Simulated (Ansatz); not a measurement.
# H3N: the cost of one run

Program: Ansatz 0.2.0. Level of theory: CCSD(T) on Hartree-Fock, Gaussian basis aug-cc-pVTZ, and further levels as typed in the inputs. These are calculated values, not measurements.

**1. The structure to begin with**

Bond lengths: N1–H2 1.012 Å, N1–H3 1.012 Å, N1–H4 1.012 Å. Angles: H2–N1–H3 106.8°, H2–N1–H4 106.8°, H3–N1–H4 106.8°.

Structure file:

```xyz
4

N     0.0000    0.0000    0.0000
H    -0.3791    0.0000    0.9383
H    -0.3791   -0.8126   -0.4692
H    -0.3791    0.8126   -0.4692
```

**2. Relaxing the atoms: H3N**

Contents of input.yaml:

```yaml
relax:
  f_tol: 0.001
  max_steps: 200
crystal:
  periodic: [false, false, false]
  atoms:
    - { symbol: "N", position_ang: [0.0, 0.0, 0.0] }
    - { symbol: H, position_ang: [-0.379102, 0.0, 0.93831] }
    - { symbol: H, position_ang: [-0.379102, -0.8126, -0.469155] }
    - { symbol: H, position_ang: [-0.379102, 0.8126, -0.469155] }
basis:
  gaussian: { orbitals: aug-cc-pVTZ }
hamiltonian:
  xc: hf
correlation:
  method: ccsd_t
accuracy: high
```

Started as:

```sh
$ ansatz run input.yaml --threads 4 --pin off --max-ram 12288MiB --backend cpu --events-out ev --progress --plain --runs-dir out
```

Q: Estimate wall time and peak memory on 4 threads of Intel Xeon Platinum 8259CL at 2.50GHz (Skylake/Cascade Lake), shared host.

About 2 min, with a peak of 1.6 GiB.
